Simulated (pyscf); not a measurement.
# Four-centre exchange: H₂B–CH₃ + ammonia (NH₃) → H₃C–BH–NH₂ + hydrogen (H₂)

Gas phase, singlet surface, charge 0. Bonds broken: B2–H6, N8–H9. Bonds formed: B2–N8, H6–H9. Optimised with ωB97X-D3(BJ)/def2-SVP in PySCF.

Transition state (Å):

```xyz
11

C     -0.7149    -1.0133    -0.0355
B     -0.4863     0.5551    -0.2163
H      0.2120    -1.5913    -0.1800
H     -1.4372    -1.3616    -0.7955
H     -1.1250    -1.2795     0.9542
H      0.4244     0.9407     0.7789
H      0.0493     0.9856    -1.2187
N     -1.6709     1.4810     0.2866
H     -0.4366     1.4242     0.8985
H     -2.4683     1.0106     0.7029
H     -1.9508     2.2484    -0.3141
```

One imaginary mode, 1383i cm⁻¹; descent along it reached the two sides named, in the forms told below.

| bond | change | reactant side (Å) | saddle | product side |
|---|---|---|---|---|
| B2–H6 | breaks | 1.231 | 1.403 | 4.2 |
| N8–H9 | breaks | 1.021 | 1.379 | 2.8 |
| B2–N8 | forms | 1.666 | 1.585 | 1.402 |
| H6–H9 | forms | 2.557 | 0.995 | 0.761 |

Electronic energies relative to the separated reactants (eV):

| level | barrier | reaction energy | reverse barrier |
|---|---|---|---|
| ωB97X-D3(BJ)/def2-TZVP | 0.47 | -1.29 | 1.76 |
| PBE/def2-TZVP | 0.18 | -1.35 | 1.54 |
| r²SCAN/def2-TZVP | 0.28 | -1.36 | 1.65 |
| B3LYP-D3(BJ)/def2-TZVP | 0.48 | -1.34 | 1.82 |
| PBE0-D3(BJ)/def2-TZVP | 0.24 | -1.33 | 1.57 |
| M06-2X/def2-TZVP | 0.43 | -1.38 | 1.81 |
| ωB97M-D3(BJ)/def2-TZVP | 0.44 | -1.31 | 1.75 |
| HF/def2-TZVP | 1.34 | -1.08 | 2.42 |

With ωB97M-D3(BJ)/def2-TZVP energies and thermal terms (ideal gas, 1 atm, RRHO with modes under 100 cm⁻¹ raised to 100, one conformer, R ln 2 for chiral ones without a mode under 150 cm⁻¹), in eV:

| T (K) | ΔH‡ | ΔG‡ | ΔH | ΔG |
|---|---|---|---|---|
| 298 | 0.42 | 0.90 | -1.40 | -1.29 |
| 600 | 0.41 | 1.39 | -1.36 | -1.19 |
| 900 | 0.44 | 1.87 | -1.32 | -1.12 |
| 1200 | 0.47 | 2.34 | -1.29 | -1.06 |

On the reactant side the descent ends in an adduct with a B–N contact, 1.16 eV under the separated species and 1.62 eV under the saddle at ωB97X-D3(BJ)/def2-TZVP. What is counted as formed (B–N) is already present as a longer contact in the reactant adduct; forming that adduct is a step of its own. At the saddle there is also a short B–H contact that neither side keeps. One saddle was located; it need not be the lowest between these sides.
